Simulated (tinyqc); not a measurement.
Inside a calculation. Method: CIS on RHF in the sto-3g basis, for H2O, spin multiplicity 1. One step of it, computed by the program tinyqc.

Problem. CIS matrix, triplets. A(ia,jb) = (e_a - e_i) d_ij d_ab - (ij|ab).

orbital energies (hartree): MO1 -20.223152, MO2 -1.315033, MO3 -0.685570, MO4 -0.447283, MO5 -0.395614, MO6 0.687893, MO7 0.898325

Two-electron integrals over orbitals (pq|rs), unique and non-zero (hartree):
```
(11|11) 4.742532    (21|11) -0.412464   (21|21) 0.057297    (22|11) 1.003828
(22|21) -0.011888   (22|22) 0.737845    (31|11) -0.014375   (31|21) 0.001489
(31|22) -0.002052   (31|31) 0.011449    (32|11) 0.001446    (32|21) -0.001036
(32|22) -0.012147   (32|31) 0.018698    (32|32) 0.152979    (33|11) 0.829070
(33|21) -0.004503   (33|22) 0.664622    (33|31) 0.000918    (33|32) 0.007210
(33|33) 0.661964    (41|11) 0.179201    (41|21) -0.020858   (41|22) 0.017795
(41|31) -0.001077   (41|32) -0.000072   (41|33) 0.006616    (41|41) 0.029240
(42|11) -0.100597   (42|21) 0.009410    (42|22) 0.022838    (42|31) 0.000099
(42|32) -0.000036   (42|33) 0.008598    (42|41) 0.020780    (42|42) 0.119213
(43|11) -0.014140   (43|21) 0.000706    (43|22) -0.003986   (43|31) -0.003745
(43|32) 0.012707    (43|33) -0.001756   (43|41) 0.000927    (43|42) 0.005492
(43|43) 0.042640    (44|11) 1.045055    (44|21) -0.014999   (44|22) 0.688671
(44|31) -0.000087   (44|32) 0.002602    (44|33) 0.624241    (44|41) -0.013388
(44|42) -0.102924   (44|43) -0.010029   (44|44) 0.840103    (51|51) 0.026115
(52|51) 0.032226    (52|52) 0.142501    (53|51) 0.001142    (53|52) 0.003635
(53|53) 0.030942    (54|51) -0.013315   (54|52) -0.044752   (54|53) -0.002251
(54|54) 0.058580    (55|11) 1.115318    (55|21) -0.011532   (55|22) 0.747746
(55|31) -0.000392   (55|32) 0.000562    (55|33) 0.648396    (55|41) 0.004951
(55|42) -0.053879   (55|43) -0.007825   (55|44) 0.753378    (55|55) 0.880159
(61|11) -0.264420   (61|21) 0.039253    (61|22) -0.001620   (61|31) 0.003847
(61|32) 0.003909    (61|33) -0.000509   (61|41) -0.002432   (61|42) 0.018769
(61|43) 0.000024    (61|44) -0.019687   (61|55) -0.006734   (61|61) 0.034287
(62|11) 0.322434    (62|21) -0.007352   (62|22) 0.141495    (62|31) 0.001945
(62|32) 0.009927    (62|33) 0.077855    (62|41) 0.017923    (62|42) 0.019030
(62|43) -0.006435   (62|44) 0.106553    (62|55) 0.162583    (62|61) 0.003860
(62|62) 0.101571    (63|11) 0.074713    (63|21) -0.001658   (63|22) 0.032500
(63|31) 0.003190    (63|32) -0.043929   (63|33) 0.018426    (63|41) 0.000278
(63|42) -0.011945   (63|43) -0.022979   (63|44) 0.033994    (63|55) 0.039869
(63|61) -0.000463   (63|62) 0.021320    (63|63) 0.075476    (64|11) 0.175011
(64|21) -0.000788   (64|22) 0.079168    (64|31) -0.001825   (64|32) -0.013577
(64|33) 0.037091    (64|41) 0.005096    (64|42) -0.008609   (64|43) -0.000786
(64|44) 0.097946    (64|55) 0.088806    (64|61) 0.001690    (64|62) 0.056226
(64|63) 0.020430    (64|64) 0.049810    (65|51) 0.017560    (65|52) 0.063678
(65|53) 0.006451    (65|54) -0.006396   (65|65) 0.041453    (66|11) 0.802667
(66|21) -0.006898   (66|22) 0.617171    (66|31) 0.003111    (66|32) 0.035498
(66|33) 0.584940    (66|41) 0.022042    (66|42) 0.062827    (66|43) 0.013691
(66|44) 0.550017    (66|55) 0.590616    (66|61) 0.006807    (66|62) 0.089827
(66|63) -0.012681   (66|64) 0.035930    (66|66) 0.607742    (71|11) 0.055220
(71|21) -0.008761   (71|22) -0.001318   (71|31) 0.016003    (71|32) 0.024517
(71|33) 0.001810    (71|41) 0.000984    (71|42) -0.003003   (71|43) -0.005749
(71|44) 0.003681    (71|55) 0.001334    (71|61) -0.002781   (71|62) 0.002912
(71|63) 0.004415    (71|64) -0.002735   (71|66) 0.004097    (71|71) 0.024620
(72|11) -0.075000   (72|21) 0.001414    (72|22) -0.031980   (72|31) 0.013262
(72|32) 0.030647    (72|33) -0.014684   (72|41) -0.002991   (72|42) 0.001568
(72|43) -0.031656   (72|44) -0.027461   (72|55) -0.036658   (72|61) 0.003046
(72|62) -0.011314   (72|63) 0.032835    (72|64) -0.014266   (72|66) -0.021398
(72|71) 0.017617    (72|72) 0.060682    (73|11) 0.354416    (73|21) -0.007935
(73|22) 0.124012    (73|31) -0.000177   (73|32) 0.011091    (73|33) 0.093502
(73|41) -0.001455   (73|42) -0.067043   (73|43) -0.003488   (73|44) 0.169937
(73|55) 0.178930    (73|61) -0.007469   (73|62) 0.076573    (73|63) 0.017631
(73|64) 0.054780    (73|66) 0.039062    (73|71) 0.001449    (73|72) -0.023572
(73|73) 0.141937    (74|11) -0.021492   (74|21) 0.000283    (74|22) -0.004632
(74|31) -0.009881   (74|32) -0.073090   (74|33) -0.009911   (74|41) -0.001306
(74|42) -0.002370   (74|43) 0.013419    (74|44) -0.011377   (74|55) -0.009824
(74|61) -0.003137   (74|62) -0.013030   (74|63) 0.034252    (74|64) 0.005351
(74|66) -0.024530   (74|71) -0.013588   (74|72) -0.013970   (74|73) -0.013873
(74|74) 0.062600    (75|51) -0.003649   (75|52) -0.013499   (75|53) 0.022699
(75|54) 0.002264    (75|65) -0.003550   (75|75) 0.024801    (76|11) 0.011377
(76|21) -0.000797   (76|22) -0.006207   (76|31) 0.010100    (76|32) 0.101047
(76|33) 0.013935    (76|41) -0.003397   (76|42) -0.012524   (76|43) 0.032832
(76|44) 0.014484    (76|55) 0.005612    (76|61) 0.000162    (76|62) -0.002952
(76|63) -0.060386   (76|64) -0.012567   (76|66) 0.034825    (76|71) 0.013742
(76|72) -0.011306   (76|73) 0.020387    (76|74) -0.049226   (76|76) 0.107982
(77|11) 0.900204    (77|21) -0.010209   (77|22) 0.639682    (77|31) -0.004511
(77|32) -0.040374   (77|33) 0.627291    (77|41) 0.004608    (77|42) -0.008979
(77|43) -0.014223   (77|44) 0.627983    (77|55) 0.638149    (77|61) -0.007315
(77|62) 0.072458    (77|63) 0.043289    (77|64) 0.038843    (77|66) 0.559960
(77|71) -0.004207   (77|72) -0.013821   (77|73) 0.090222    (77|74) 0.015636
(77|76) -0.029232   (77|77) 0.648034
```

Give: CIS matrix A, triplet.

Solution.

CIS matrix A, triplet (hartree), lower triangle:
```
         1>6      1>7      2>6      2>7      3>6      3>7      4>6     4>7
1>6  20.1084
1>7  -0.0114  20.2213
2>6   0.0069   0.0008   1.3858
2>7   0.0008   0.0102   0.0062   1.5737
3>6  -0.0031  -0.0101  -0.0355  -0.1010   0.7885
3>7  -0.0101   0.0045  -0.1010   0.0404  -0.0139   0.9566
4>6  -0.0220   0.0034  -0.0628   0.0125  -0.0137  -0.0328   0.5852
4>7   0.0034  -0.0046   0.0125   0.0090  -0.0328   0.0142  -0.0145  0.7176
5>6   0.0000   0.0000   0.0000   0.0000   0.0000   0.0000   0.0000  0.0000
5>7   0.0000   0.0000   0.0000   0.0000   0.0000   0.0000   0.0000  0.0000

         5>6     5>7
5>6   0.4929
5>7  -0.0056  0.6558
```
